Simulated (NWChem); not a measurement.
System: fluorine (F₂); SMILES FF

Here is an NWChem input.

```
start job
memory heap 200 mb stack 900 mb global 1100 mb
geometry units angstroms noautosym nocenter noautoz
  F      0.000000     0.000000     0.688226
  F      0.000000     0.000000    -0.688226
end
basis spherical
  * library def2-tzvpd
end
dft
  xc xcamb88 1.00 lyp 0.81 vwn_5 0.19 hfexch 1.00
  cam 0.33 cam_alpha 0.19 cam_beta 0.46
  iterations 150
end
tddft
  cis
  nroots 6
  notriplet
end
task tddft energy
```

Coordinates come from a PBE0/def2-SVP optimisation.

Vertical excitations in the gas phase.

Predict the main results of this run. (CAM-B3LYP/def2-TZVPD, TDA.) Quantities: basis functions; lowest excitation, singlet (eV); oscillator strength of that lowest state; orbital gap (eV).

The number of basis functions comes out as 80, the lowest excitation, singlet (eV) is 4.98 and the oscillator strength of that lowest state is 0.000. The orbital gap (eV) is 11.13.
